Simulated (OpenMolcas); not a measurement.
**A workflow on C2HF (fluoroacetylene)**

Wanted: a series of 12 runs (UHF/cc-pVDZ, CASSCF(4,4)/cc-pVDZ, PC-NEVPT2(4,4)/cc-pVDZ, RASSCF(4,4)/cc-pVDZ, MRACPF(4,4)/cc-pVDZ, CASPT2[IPEA 0](4,4)/cc-pVDZ, MC-PDFT[ftPBE](4,4)/cc-pVDZ) of C2HF. 

The calculation is run with OpenMolcas 26.06.

1 further run of the same task is left out (it didn't finish).

## Step 1: Starting point

C2HF has 4 atoms, charge 0, and is taken as a singlet. SMILES: `C#CF`. The shape is that of a GFN2-xTB optimisation.

Bond lengths: C1–C2 1.193 Å, C2–F3 1.283 Å, C1–H4 1.046 Å. Angles: C1–C2–F3 178.8°, C2–C1–H4 178.2°.

## Step 2: A single-point energy at UHF/cc-pVDZ (RICD fitting, scramble 0.25) (run 1)

The input, step1.input:

```
>>> EXPORT MOLCAS_PRINT=2

&gateway
  coord
  4
  angstrom
  C       -0.371340       0.450560      -0.298270
  C        0.301510      -0.370980       0.244360
  F        1.014170      -1.273690       0.813840
  H       -0.944340       1.194110      -0.759930
  basis=cc-pVDZ
  group=NoSym
  ricd

&seward

&scf
  uhf
  scramble=0.25
  prorbitals=1 2
```

Started as:

```sh
$ export MOLCAS_MEM=1860
$ pymolcas step1.input > step1.log
```

Standard output:

```text
--- Start Module: gateway ---
[...]
--- Stop Module: gateway /rc=_RC_ALL_IS_WELL_ ---
--- Start Module: seward ---
[...]
      Basis functions           47
--- Stop Module: seward /rc=_RC_ALL_IS_WELL_ ---
--- Start Module: scf ---
[...]
       Convergence after  18 Iterations
[...]
::    Total SCF energy                               -175.6558152839
[...]
      Total spin, S                                     0.0000000000
[...]
      Total electronic charge=   22.000000
      Total            charge=   -0.000000
[...]
      Dipole Moment (debye):
      Origin of the operator (angstrom)=    0.3972   -0.5008    0.3192
                   X= -4.7442E-01               Y=  6.3425E-01               Z= -3.8058E-01           Total=  8.7874E-01
      Quadrupole Moment (debye*angstrom):
[...]
--- Stop Module: scf /rc=_RC_ALL_IS_WELL_ ---
[...]
```

It took 3.9 s on 1 thread of Intel Xeon Platinum 8175M at 2.50GHz (Skylake/Cascade Lake), shared host; peak memory 0.08 GiB.

## Step 3: The excited states at CASSCF(4,4)/cc-pVDZ (RICD fitting, 3 states averaged) (run 2)

The input, step2.inp:

```
&GATEWAY
 Coord
 4
 angstrom
 C       -0.371340       0.450560      -0.298270
 C        0.301510      -0.370980       0.244360
 F        1.014170      -1.273690       0.813840
 H       -0.944340       1.194110      -0.759930
 Basis = cc-pVDZ
 Group = NoSym
 RICD

&SEWARD

&RASSCF
 FileOrb = $CurrDir/step1.UnaOrb
 Spin = 1
 Nactel = 4 0 0
 Inactive = 9
 Ras2 = 4
 CIRoot = 3 3 1
 OrbListing = NoCore
```

Started as:

```sh
$ export MOLCAS_MEM=1860
$ pymolcas step2.inp > step2.log
```

Standard output:

```text
--- Start Module: gateway ---
[...]
--- Stop Module: gateway /rc=_RC_ALL_IS_WELL_ ---
--- Start Module: seward ---
[...]
      Basis functions           47
--- Stop Module: seward /rc=_RC_ALL_IS_WELL_ ---
--- Start Module: rasscf ---
[...]
      Number of active orbitals                  4
[...]
      Spin quantum number                      0.0
[...]
      Active orbitals                            4
[...]
      Number of CSFs                            20
[...]
      Number of root(s) required                 3
[...]
      Convergence after 11 iterations
[...]
      printout of CI-coefficients larger than  0.05 for root  1
      energy=    -175.710797
      conf/sym  1111     Coeff  Weight
             1  2200  -0.97209 0.94496
             6  2020   0.12494 0.01561
            10  udud  -0.10826 0.01172
            14  0202   0.12497 0.01562
            15  uudd  -0.09759 0.00952
[...]
      Natural orbitals and occupation numbers for root  1
      sym 1:   1.944180   1.944196   0.055805   0.055819
      Natural orbitals and occupation numbers for root  2
      sym 1:   1.498182   1.477457   0.501818   0.522543
      Natural orbitals and occupation numbers for root  3
      sym 1:   1.492493   1.494669   0.505330   0.507507
      ************************************************************************************************************************
      *                                                    Final results                                                     *
[...]
::    RASSCF root number  1 Total energy:   -175.71079747
::    RASSCF root number  2 Total energy:   -175.39819894
::    RASSCF root number  3 Total energy:   -175.37847683
[...]
      Total electronic charge=   22.000000
      Total            charge=   -0.000000
[...]
      Dipole Moment (debye):
      Origin of the operator (angstrom)=    0.3972   -0.5008    0.3192
                   X= -3.5266E-01               Y=  4.5124E-01               Z= -2.9190E-01           Total=  6.4280E-01
      Quadrupole Moment (debye*angstrom):
[...]
--- Stop Module: rasscf /rc=_RC_ALL_IS_WELL_ ---
[...]
```

Wall time 4.5 s (1 thread of Intel Xeon Platinum 8175M at 2.50GHz (Skylake/Cascade Lake), shared host); peak memory 0.083 GiB.

The roots found:

```csv
excited state,energy (eV)
1,8.506
2,9.043
```

Runs 3 to 10 aren't shown in full; the table further down has their settings and results.

## Step 4: The distorted shape: a single-point energy at CASPT2[IPEA 0](4,4)/cc-pVDZ (RICD fitting, ipea shift 0 Eh, pt2 variant SS, real shift 0.2 Eh) (run 11)

The input, step11.input:

```
&GATEWAY
 Coord
 4
 angstrom
 C       -0.307079       0.412008      -0.403354
 C        0.402205      -0.260954      -0.056386
 F        0.893637      -1.274555       0.908178
 H       -0.893605       1.177986      -0.848842
 Basis=cc-pVDZ
 Group=NoSym
 RICD

&SEWARD

&RASSCF
 FileOrb=$CurrDir/step2.RasOrb
 Spin=1
 Nactel=4 0 0
 Inactive=9
 Ras2=4
 OrbListing=NoCore

&CASPT2
 IPEA=0
 Shift=0.2
```

Started as:

```sh
$ export MOLCAS_MEM=1860
$ pymolcas step11.input > step11.log
```

Standard output:

```text
--- Start Module: gateway ---
[...]
--- Stop Module: gateway /rc=_RC_ALL_IS_WELL_ ---
[...]
      Basis functions           47
[...]
--- Start Module: rasscf ---
[...]
      Number of active orbitals                  4
[...]
      Spin quantum number                      0.0
[...]
      Active orbitals                            4
[...]
      Number of CSFs                            20
[...]
      Number of root(s) required                 1
[...]
      Convergence after 21 iterations
[...]
      printout of CI-coefficients larger than  0.05 for root  1
      energy=    -175.600796
      conf/sym  1111     Coeff  Weight
             1  2200  -0.97783 0.95616
             6  2020   0.12636 0.01597
            10  udud  -0.09746 0.00950
            14  0202   0.10260 0.01053
            15  uudd  -0.08021 0.00643
      Natural orbitals and occupation numbers for root  1
      sym 1:   1.960933   1.949886   0.049945   0.039235
      ************************************************************************************************************************
      *                                                    Final results                                                     *
[...]
::    RASSCF root number  1 Total energy:   -175.60079560
[...]
      Total electronic charge=   22.000000
      Total            charge=   -0.000000
[...]
      Dipole Moment (debye):
      Origin of the operator (angstrom)=    0.3913   -0.4821    0.2473
                   X= -9.2375E-01               Y=  1.5079E+00               Z= -1.1817E+00           Total=  2.1269E+00
      Quadrupole Moment (debye*angstrom):
[...]
--- Stop Module: rasscf /rc=_RC_ALL_IS_WELL_ ---
[...]
--- Start Module: caspt2 ---
[...]
      E2 (Variational):          -0.3631133814
      Total energy:            -175.9639089805
[...]
      Reference weight:           0.92008
[...]
::    CASPT2 Root  1     Total energy:   -175.96390898
[...]
--- Stop Module: caspt2 /rc=_RC_ALL_IS_WELL_ ---
[...]
```

Run time: 5.4 s. Hardware: 1 thread of Intel Xeon Platinum 8175M at 2.50GHz (Skylake/Cascade Lake), shared host; peak memory 0.083 GiB.

## Step 5: Energy and forces at CASPT2[IPEA 0](4,4)/cc-pVDZ (RICD fitting, ipea shift 0 Eh, pt2 variant XMS, root 3, 3 states averaged) (run 12)

The input, step12.inp:

```
>>> EXPORT MOLCAS_PRINT=2

&GATEWAY
  Coord
  4
  angstrom
  C       -0.371340       0.450560      -0.298270
  C        0.301510      -0.370980       0.244360
  F        1.014170      -1.273690       0.813840
  H       -0.944340       1.194110      -0.759930
  Basis=cc-pVDZ
  Group=NoSym
  RICD

&SEWARD

&RASSCF
  FileOrb=$CurrDir/step2.RasOrb
  Spin=1
  Nactel=4 0 0
  Inactive=9
  Ras2=4
  CIRoot=3 3 1
  RlxRoot=3
  OrbListing=Nothing

&CASPT2
  XMultistate=all
  IPEA=0
  Imaginary=0.2
  Frozen=0
  Grdt
  RlxRoot=3

&ALASKA
```

Started as:

```sh
$ export MOLCAS_MEM=1860
$ pymolcas step12.inp > step12.log
```

Standard output:

```text
--- Start Module: gateway ---
[...]
--- Stop Module: gateway /rc=_RC_ALL_IS_WELL_ ---
[...]
      Basis functions           47
[...]
      Number of active orbitals                  4
[...]
      Spin quantum number                      0.0
[...]
      Active orbitals                            4
[...]
      Number of CSFs                            20
[...]
      Number of root(s) required                 3
[...]
      Convergence after  4 iterations
[...]
      printout of CI-coefficients larger than  0.05 for root  1
      energy=    -175.710799
      conf/sym  1111     Coeff  Weight
             1  2200  -0.97209 0.94496
             6  2020   0.12494 0.01561
            10  udud  -0.10826 0.01172
            14  0202   0.12497 0.01562
            15  uudd  -0.09759 0.00952
[...]
      Natural orbitals and occupation numbers for root  1
      sym 1:   1.944180   1.944195   0.055806   0.055820
      Natural orbitals and occupation numbers for root  2
      sym 1:   1.498181   1.477458   0.501819   0.522542
      Natural orbitals and occupation numbers for root  3
      sym 1:   1.492532   1.494630   0.505370   0.507468
      ************************************************************************************************************************
      *                                                    Final results                                                     *
[...]
::    RASSCF root number  1 Total energy:   -175.71079873
::    RASSCF root number  2 Total energy:   -175.39819856
::    RASSCF root number  3 Total energy:   -175.37847595
[...]
 ###    WARNING: User changed nr of frozen orbitals.                         ###
 ###############################################################################
[...]
      Reference weight:           0.88971
[...]
::    XMS-CASPT2 Root  1     Total energy:   -176.10408672
::    XMS-CASPT2 Root  2     Total energy:   -175.80613659
::    XMS-CASPT2 Root  3     Total energy:   -175.79257494
[...]
      Total electronic charge=   22.000000
      Total            charge=    0.000000
[...]
--- Start Module: mclr ---
[...]
      Dipole Moment (debye):
      Origin of the operator (angstrom)=    0.3972   -0.5008    0.3192
                   X= -3.5812E-02               Y=  2.5874E-02               Z= -4.3940E-02           Total=  6.2311E-02
      Quadrupole Moment (debye*angstrom):
[...]
--- Stop Module: mclr /rc=_RC_ALL_IS_WELL_ ---
--- Start Module: alaska ---
[...]
--- Stop Module: alaska /rc=_RC_ALL_IS_WELL_ ---
[...]
```

Wall time 9.6 s (1 thread of Intel Xeon Platinum 8175M at 2.50GHz (Skylake/Cascade Lake), shared host); peak memory 0.083 GiB.

The roots found:

```
excited state  energy (eV)
            1        8.108
            2        8.477
```

## Step 6: The series

```
run                                                                                                               level      task  scramble  partner  energy (Eh)  dipole moment (D) of the reference  wall time
  1                                                                           UHF/cc-pVDZ (RICD fitting, scramble 0.25)    energy      0.25     base  -175.655815                                0.88      3.9 s
  2                                                               CASSCF(4,4)/cc-pVDZ (RICD fitting, 3 states averaged)   excited         –     base  -175.710797                                0.97      4.5 s
  3                                                       CASSCF(4,4)/cc-pVDZ (RICD fitting, root 3, 3 states averaged)  gradient         –     base  -175.378476                                   –        6 s
  4                                  PC-NEVPT2(4,4)/cc-pVDZ (RICD fitting, pt2 variant QD-PC-NEVPT2, 3 states averaged)   excited         –     base  -176.089843                                0.97      4.8 s
  5                                                               RASSCF(4,4)/cc-pVDZ (RICD fitting, 3 states averaged)   excited         –     base  -175.710799                                0.97      3.9 s
  6                                                                                                 MRACPF(4,4)/cc-pVDZ   excited         –     base  -176.116615                                0.97       53 s
  7                                                                                  CASSCF(4,4)/cc-pVDZ (RICD fitting)  optimise         –     base  -175.723295                                0.96       27 s
  8                      CASPT2[IPEA 0](4,4)/cc-pVDZ (RICD fitting, ipea shift 0 Eh, pt2 variant SS, 5 states averaged)   excited         –     base  -176.092240                                1.00      7.5 s
  9                                                       MC-PDFT[ftPBE](4,4)/cc-pVDZ (RICD fitting, 3 states averaged)   excited         –     base  -176.391967                                0.97      5.4 s
 10  CASPT2[IPEA 0](4,4)/cc-pVDZ (RICD fitting, ipea shift 0 Eh, pt2 variant XMS, real shift 0.1 Eh, 3 states averaged)   excited         –     base  -176.096793                                0.97      5.4 s
 11                      CASPT2[IPEA 0](4,4)/cc-pVDZ (RICD fitting, ipea shift 0 Eh, pt2 variant SS, real shift 0.2 Eh)    energy         –  rattled  -175.963909                                2.13      5.4 s
 12             CASPT2[IPEA 0](4,4)/cc-pVDZ (RICD fitting, ipea shift 0 Eh, pt2 variant XMS, root 3, 3 states averaged)  gradient         –     base  -175.792575                                   –      9.6 s
```

## Step 7: Outcome

| quantity | value |
| --- | --- |
| run 12, CASPT2[IPEA 0](4,4)/cc-pVDZ: energy of root 3 | -175.79257 Eh |
| run 12, CASPT2[IPEA 0](4,4)/cc-pVDZ: largest force on an atom | 14.612 eV/Å |
| run 12, CASPT2[IPEA 0](4,4)/cc-pVDZ: lowest excitation energy within this active space | 8.11 eV |

All runs together took 2.3 min, the longest 53 s.
